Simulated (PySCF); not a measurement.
# The first ionisation energy along the second row

All values are computed (PySCF 2.14, energy differences of UHF-based or UKS calculations, no spin-orbit coupling). Values in eV. The last column holds reference values (NIST; (s) semi-empirical, (t) theoretical, else measured). Unmarked ones compare directly (S terms, centres of terms, or small fine structure); those marked * lie between the lowest fine-structure levels and include a spin-orbit shift.

| element | configurations | UHF | MP2 (valence) | SCS-MP2 (valence) | CCSD (valence) | CCSD(T) (valence) | reference |
| --- | --- | --- | --- | --- | --- | --- | --- |
| Li (cc-pVDZ, non-relativistic) | [He] 2s1 → 1s2 | 5.342 | n/a | n/a | n/a | n/a | 5.392 |
| Be (cc-pVDZ, non-relativistic) | [He] 2s2 → [He] 2s1 | 8.079 | 8.776 | 8.915 | 9.290 | 9.290 | 9.323 |
| B (cc-pVDZ, non-relativistic) | [He] 2s2 2p1 → [He] 2s2 | 8.038 | 8.148 | 8.112 | 8.041 | 8.063 | 8.297 |
| C (cc-pVDZ, non-relativistic) | [He] 2s2 2p2 → [He] 2s2 2p1 | 10.803 | 11.088 | 10.982 | 10.972 | 10.979 | 11.262 |
| N (cc-pVDZ, non-relativistic) | [He] 2s2 2p3 → [He] 2s2 2p2 | 13.895 | 14.354 | 14.144 | 14.195 | 14.191 | 14.545 |
| O (cc-pVDZ, non-relativistic) | [He] 2s2 2p4 → [He] 2s2 2p3 | 11.965 | 12.838 | 12.859 | 12.842 | 12.848 | 13.608 |
| F (cc-pVDZ, non-relativistic) | [He] 2s2 2p5 → [He] 2s2 2p4 | 15.640 | 16.785 | 16.744 | 16.704 | 16.707 | 17.427 |
| Ne (cc-pVDZ, non-relativistic) | [Ne] → [He] 2s2 2p5 | 19.668 | 21.074 | 20.950 | 20.889 | 20.890 | 21.597 |

```json
{"method": "UHF", "elements": "8", "mean error (eV)": "-1.002", "mean absolute error (eV)": "1.002", "largest error (eV)": "-1.929"}
{"method": "MP2 (valence)", "elements": "7", "mean error (eV)": "-0.428", "mean absolute error (eV)": "0.428", "largest error (eV)": "-0.771"}
{"method": "SCS-MP2 (valence)", "elements": "7", "mean error (eV)": "-0.479", "mean absolute error (eV)": "0.479", "largest error (eV)": "-0.750"}
{"method": "CCSD (valence)", "elements": "7", "mean error (eV)": "-0.446", "mean absolute error (eV)": "0.446", "largest error (eV)": "-0.766"}
{"method": "CCSD(T) (valence)", "elements": "7", "mean error (eV)": "-0.441", "mean absolute error (eV)": "0.441", "largest error (eV)": "-0.760"}
```

Errors include the incompleteness of the basis and the frozen core.

"Valence" correlates the outer s and p shells and, in groups 3 to 12 and the f block, the outer d or f shell, open or full, or the next shell where the ion has no valence electron left; the wider scheme adds the next inner shell.
